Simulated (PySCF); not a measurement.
## Two-photon absorption: 1-chloro-2-butyne (SMILES CC#CCCl)

Geometry:
| atom | x (Å) | y (Å) | z (Å) |
| --- | --- | --- | --- |
| C1 | -2.069 | 0.207 | -0.153 |
| C2 | -0.632 | 0.028 | -0.210 |
| C3 | 0.561 | -0.113 | -0.250 |
| C4 | 1.990 | -0.296 | -0.308 |
| Cl5 | 2.868 | 0.849 | 0.762 |
| H6 | -2.581 | -0.755 | -0.081 |
| H7 | -2.345 | 0.801 | 0.721 |
| H8 | -2.437 | 0.723 | -1.043 |
| H9 | 2.276 | -1.297 | 0.014 |
| H10 | 2.372 | -0.128 | -1.315 |

The calculation used TDDFT CAM-B3LYP/def2-TZVPD excited states, vertical, gas phase (PySCF). Geometry: PBE0-D3(BJ)/def2-TZVP.

Singlets 4 and 5 lie within 0.01 eV of each other, so their separate moments and overlaps can depend on how they mix.

Q: How strongly do the lowest singlets absorb one photon, and two photons of half the energy?

A: δ for parallel linear polarisation; σ at the peak of a Lorentzian of half width 0.1 eV, single beam; Ω is circular over linear.
| state | E (eV) | f | photon λ (nm) | δ (au) | σ (GM) | Ω | main |
| --- | --- | --- | --- | --- | --- | --- | --- |
| S1 | 5.87 | 0.000 | 422 | <0.1 | 0.00 | – | HOMO→LUMO+1 0.58, HOMO→LUMO 0.18 |
| S2 | 6.38 | 0.059 | 389 | 77.8 | 1.16 | 0.58 | HOMO−1→LUMO+1 0.41, HOMO−1→LUMO 0.21 |
| S3 | 6.72 | 0.006 | 369 | 0.97 | 0.02 | 1.50 | HOMO→LUMO 0.68, HOMO→LUMO+1 0.10 |
| S4 | 6.84 | 0.011 | 362 | 5.93 | 0.10 | 1.23 | HOMO−1→LUMO 0.52, HOMO−1→LUMO+1 0.12 |
| S5 | 6.85 | 0.003 | 362 | 2.35 | 0.04 | 1.26 | HOMO−1→LUMO+6 0.37, HOMO−1→LUMO 0.14 |
| S6 | 6.91 | 0.004 | 359 | 3.05 | 0.05 | 1.50 | HOMO−2→LUMO+1 0.42, HOMO−2→LUMO 0.22 |

Among these, the strongest one-photon state is S2, the strongest two-photon state S2, with a dipole change of 2.1 D (relaxed, norm of the difference vector).
